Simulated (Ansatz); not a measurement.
`CC(C)CF` → `CCC` + `[CH]F` at 400 K and 1 bar (formal loss of a carbene).

Program: Ansatz. Geometries: PBE0-D4/def2-TZVP. ΔE: electronic, gas phase. CCSD(T)/CBS is the MP2 limit (def2-TZVPP, def2-QZVPP) plus CCSD(T) − MP2 in def2-TZVPP, frozen cores. This one scheme is used for every species. One conformer a species, not always the lowest.

```tsv
species	CCSD(T)/CBS energy (Eh)	H − E (kJ/mol)	S (J/(mol·K))
`CC(C)CF`	-257.42520	358.4	355.3
`CCC`	-118.98051	294.1	291.8
`[CH]F`	-138.29972	46.3	233.5
```

H − E and S are ideal-gas, rigid-rotor, harmonic terms from PBE0-D4/def2-TZVP, for one conformer and one mirror image of each species. 1 Eh = 2625.50 kJ/mol, R = 8.31446 J/(mol·K).

Problem. By hand: ΔE, ΔH, ΔS and ΔG.

Solution. ΔE = (-118.98051) + (-138.29972) − (-257.42520) = 0.14497 Eh = 380.6 kJ/mol. Δ(H − E) = 294.1 + 46.3 − 358.4 = -18.0, so ΔH = 362.6 kJ/mol. ΔS = 291.8 + 233.5 − 355.3 = 170.0 J/(mol·K). ΔG = 362.6 − 400 × (170.0)/1000 = 294.6 kJ/mol.

Problem. By hand: the equilibrium constant, and the temperature at which ΔG would vanish if ΔH and ΔS stayed fixed.

Solution. log₁₀ K = −ΔG/(RT ln 10) = -38.5. ΔG = 0 at ΔH/ΔS = 2133 K.

The number of gas molecules changes by +1, which sets the sign of ΔS. A doubt of 5 kJ/mol in ΔE shifts log₁₀ K by 0.7 here. Other conformers and mirror images would add mixing entropy, several J/(mol·K) or more a flexible species. These are equilibria of isolated gas molecules and say nothing of rates. Largest T1 diagnostic: 0.018 (customary marks: 0.02 for closed shells, 0.045 for open ones).
